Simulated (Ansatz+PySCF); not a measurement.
singlet BH in separate pieces: levels of theory in one basis

```xyz
2

B     0.0000    0.0000   -0.6262
H     0.0000    0.0000    3.1309
```

Basis set: cc-pVDZ (spherical functions). Correlated methods keep 1 orbital frozen. Charge 0, multiplicity 1.

Computed with Ansatz (development build ahead of 0.2.0); each method stands on the lowest determinant of its kind that the runs found. NEVPT2 correlates all electrons. Active spaces start from the frontier orbitals, and the lowest solution found is given.

```csv
method,E − E(RHF) (eV),<S²> of the determinant
RHF,0.00,0.00
UHF,-3.52,1.00
RHF-MP2,-2.85,–
UHF-MP2,-4.51,1.00
RHF-CCSD,-4.89,–
RHF-CCSD(T),-5.43,–
UHF-CCSD(T),-5.14,1.00
RHF-CCSDT(Q),-5.16,–
UHF-CCSDT(Q),-5.17,1.00
full CI (lowest root of this spin),-5.18,–
"CASSCF(4,5)",-4.38,–
"CASSCF(2,2)",-3.45,–
"SC-NEVPT2(2,2)",-4.58,–
```

Q: What does SC-NEVPT2(4,5) give on the same scale?

A: -4.97 eV. NEVPT2 here correlates all electrons, so it doesn't share the others' frozen core.

At such a shape the full CI root can have another spatial symmetry than the determinants, so the rows needn't describe one state.

Q: Is a single determinant a sound starting point here?

A: It is doubtful. Unrestricted orbitals lower Hartree–Fock by 3.52 eV and <S²> is 1.00 where a pure state has 0.00, a sign of strong static correlation. The CASSCF(4,5) natural occupations are 1.89, 1.19, 0.81, 0.05, 0.05. The CASSCF(2,2) natural occupations are 1.18, 0.82.

Caution for RHF, RHF-MP2, RHF-CCSD, RHF-CCSD(T), RHF-CCSDT(Q): an unrestricted determinant lies well below. Caution for UHF, UHF-MP2, UHF-CCSD(T), UHF-CCSDT(Q): the unrestricted determinant is a mixture of spin states. Caution for RHF-MP2, RHF-CCSD, RHF-CCSDT(Q): large amplitudes, a single reference is doubtful. Caution for UHF-MP2, UHF-CCSD(T), UHF-CCSDT(Q): bonds are stretched, where a single reference can fail; a plain start can end on a higher determinant. Caution for RHF-CCSD(T): very large amplitudes, the method is breaking down; the program doubts this total. Caution for RHF-CCSDT(Q), UHF-CCSDT(Q): the amplitudes may be one of several solutions.
